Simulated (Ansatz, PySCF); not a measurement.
Molecule: C4H5, net charge 0, doublet state. SMILES: [CH]1[C@@H]2C[C@H]12
Structure (B3LYP-D3(BJ)/def2-TZVP (Ansatz, a first-principles code) minimum search):
```xyz
9

C     -0.0105     1.1649     0.2808
C      0.0034    -1.0856     0.3584
C      0.7812     0.0534    -0.2214
C     -0.7771     0.0433    -0.2375
H     -0.0127     2.1640    -0.1347
H     -0.0071    -1.1963     1.4393
H      0.0151    -2.0215    -0.1909
H      1.4306     0.0079    -1.0831
H     -1.4079    -0.0105    -1.1124
```
Charge 0, spin multiplicity 2.

Unscaled harmonic wavenumbers (cm⁻¹) in rising order, each level at the stationary point that it reaches from this structure (no distance between atoms moves by over 0.3 Å); the order of modes can differ between levels, and a negative number is imaginary. B3LYP-D3(BJ)/def2-TZVP (PySCF, at the structure above): 468, 706, 739, 798, 858, 874, 943, 1001, 1051, 1115, 1140, 1176, 1213, 1262, 1363, 1508, 3081, 3165, 3178, 3196, 3210.

HF/3-21G (Ansatz): 486, 786, 850, 864, 880, 953, 1055, 1093, 1106, 1182, 1251, 1279, 1309, 1316, 1399, 1653, 3299, 3381, 3385, 3458, 3476. Zero-point energy 49.3 against 45.8 kcal/mol; where all levels lie over 400 cm⁻¹, the wavenumbers are on average 1.077 times those of B3LYP-D3(BJ)/def2-TZVP.

HF/6-31G* (Ansatz): 485, 796, 819, 891, 968, 980, 1024, 1119, 1148, 1233, 1233, 1293, 1334, 1396, 1484, 1664, 3274, 3349, 3372, 3410, 3424. Zero-point energy 49.6 against 45.8 kcal/mol; where all levels lie over 400 cm⁻¹, the wavenumbers are on average 1.092 times those of B3LYP-D3(BJ)/def2-TZVP.

B3LYP/6-31G* (Ansatz): 462, 696, 747, 809, 877, 891, 946, 1010, 1062, 1126, 1151, 1187, 1230, 1278, 1378, 1534, 3098, 3177, 3186, 3207, 3221. Zero-point energy 46.1 against 45.8 kcal/mol; where all levels lie over 400 cm⁻¹, the wavenumbers are on average 1.008 times those of B3LYP-D3(BJ)/def2-TZVP.
